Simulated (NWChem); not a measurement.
Species: BCl$_{3}$; SMILES ClB(Cl)Cl

Computed with NWChem. Pople sets run with spherical d functions. Each level has its own optimisation. Entropies are gas-phase, rigid-rotor, harmonic values for NWChem's default masses at 298.15 K and 1 bar, so the errors hold that model's part too (torsions, anharmonicity).

Measured entropy at 1 bar: 69.3 cal/(mol K) (CRC Handbook, as tabulated in the package chemicals).

| level | entropy at 1 bar (cal/(mol K)) | computed − measured |
|---|---|---|
| Hartree-Fock/STO-3G | 68.6 | -0.7 |
| Hartree-Fock/3-21G | 69.0 | -0.3 |
| Hartree-Fock/6-31G* | [?] | [?] |
| B3LYP/6-31G* | [?] | [?] |
| LDA (Slater exchange, VWN5)/def2-SVP | 69.1 | -0.2 |
| PBE0/def2-SVP | 69.0 | -0.3 |

Task: Fill in the missing entries.

Result: 
- B3LYP/6-31G*, entropy at 1 bar (cal/(mol K)): 69.1
- B3LYP/6-31G*, computed − measured: -0.2
- Hartree-Fock/6-31G*, entropy at 1 bar (cal/(mol K)): 68.7
- Hartree-Fock/6-31G*, computed − measured: -0.6
